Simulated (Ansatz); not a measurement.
**C3H5F3: a ladder of functionals and wavefunction methods**

One table from this session's results is given with a row withheld; the runs are named, their logs left out.

Computed with Ansatz 0.2.0, Gaussian basis. Level: functionals in def2-TZVPP, the program's frozen cores in correlated methods.

The runs, in order: LDA (SPW92), PBE-D4, revPBE-D4, BLYP-D4, r2SCAN-D4, B97M-V, PBE0-D4, B3LYP-D4, r2SCANh-D4, r2SCAN0-D4, HSE06-D4, BHLYP-D4, CAM-B3LYP-D4, LC-ωPBE, ωB97X-V, ωB97M-V, B2PLYP, PBE-QIDH; CCSD(T)/def2-SVP; CCSD(T)/def2-TZVPP; MP2/def2-QZVPP; extrapolation to the limit; RPA on PBE.

**The relaxed structure**

An earlier PBE0-D4 in a triple-zeta def2 set relaxation fixed the geometry.

11 atoms, charge 0, spin multiplicity 1.

Atoms are counted from 1 here; the program's logs count them from 0.

Bond lengths: F1–C2 1.379 Å, C2–C3 1.506 Å, C2–H7 1.093 Å, C2–H8 1.095 Å, C3–F4 1.382 Å, C3–C5 1.506 Å, C3–H9 1.097 Å, C5–F6 1.377 Å, C5–H10 1.095 Å, C5–H11 1.092 Å. Angles: F1–C2–C3 111.1°, F1–C2–H7 108.3°, F1–C2–H8 108.2°, C3–C2–H7 109.7°, C3–C2–H8 110.0°, H7–C2–H8 109.5°, C2–C3–F4 109.7°, C2–C3–C5 112.7°, C2–C3–H9 108.4°, F4–C3–C5 109.2°, F4–C3–H9 107.3°, C5–C3–H9 109.3°, C3–C5–F6 109.9°, C3–C5–H10 110.1°, C3–C5–H11 110.2°, F6–C5–H10 108.4°, F6–C5–H11 108.7°, H10–C5–H11 109.5°.

Set-up of the first run:

in.yaml

```yaml
crystal:
  periodic: [false, false, false]
  atoms:
    - {symbol: F, position_ang: [-0.589322, 1.408867, 1.227898]}
    - {symbol: C, position_ang: [0.589571, 0.912117, 0.711799]}
    - {symbol: C, position_ang: [0.382487, -0.449056, 0.102497]}
    - {symbol: F, position_ang: [0.217100, -1.387839, 1.102997]}
    - {symbol: C, position_ang: [-0.804446, -0.497448, -0.823546]}
    - {symbol: F, position_ang: [-0.789378, -1.669946, -1.544895]}
    - {symbol: H, position_ang: [1.318833, 0.845990, 1.523080]}
    - {symbol: H, position_ang: [0.951403, 1.611048, -0.049042]}
    - {symbol: H, position_ang: [1.288577, -0.720218, -0.453728]}
    - {symbol: H, position_ang: [-0.766773, 0.341030, -1.526253]}
    - {symbol: H, position_ang: [-1.732652, -0.451546, -0.250306]}
basis:
  gaussian: {orbitals: def2-TZVPP}
hamiltonian: {xc: lda}
output: {orbitals: {seedname: orbitals}}
```

Run with:

```bash
ansatz run in.yaml --threads 4 --pin off --events-out ev --progress --plain --max-ram 10444MiB
```

Among the steps run: LDA; PBE-D4 (GGA); revPBE-D4 (GGA); BLYP-D4 (GGA); r2SCAN-D4 (meta-GGA); B97M-V (meta-GGA); PBE0-D4 (hybrid); B3LYP-D4 (hybrid); r2SCANh-D4 (hybrid); r2SCAN0-D4 (hybrid); HSE06-D4 (hybrid); BHLYP-D4 (hybrid); CAM-B3LYP-D4 (range-separated); LC-ωPBE (range-separated); ωB97X-V (range-separated); ωB97M-V (range-separated); B2PLYP (double hybrid); PBE-QIDH (double hybrid).

One table of the session follows, with a row left open; its other results are not shown here.

It belongs to the step «Frontier levels by functional». 

| functional | HOMO (eV) | LUMO (eV) | gap (eV) |
| --- | --- | --- | --- |
| LDA (SPW92) | -7.90 | -0.02 | 7.88 |
| PBE-D4 | -7.72 | 0.18 | 7.90 |
| revPBE-D4 | -7.64 | 0.27 | 7.91 |
| BLYP-D4 | -7.68 | 0.16 | 7.84 |
| r2SCAN-D4 | -8.11 | 0.84 | 8.95 |
| B97M-V | -8.30 | 0.38 | 8.68 |
| PBE0-D4 | ? | ? | ? |
| B3LYP-D4 | -9.27 | 0.68 | 9.94 |
| r2SCANh-D4 | -8.77 | 1.15 | 9.91 |
| r2SCAN0-D4 | -9.75 | 1.55 | 11.30 |
| HSE06-D4 | -9.07 | 0.67 | 9.75 |
| BHLYP-D4 | -11.22 | 1.64 | 12.86 |
| CAM-B3LYP-D4 | -11.02 | 1.80 | 12.82 |
| LC-ωPBE | -12.28 | 3.14 | 15.42 |
| ωB97X-V | -11.97 | 2.96 | 14.93 |
| ωB97M-V | -11.90 | 2.53 | 14.43 |

Q: Estimate the row for PBE0-D4 from the others.

As computed: HOMO (eV): -9.49; LUMO (eV): 1.05; gap (eV): 10.53. In the column «HOMO (eV)» it lies between r2SCAN0-D4 (-9.75) and B3LYP-D4 (-9.27).
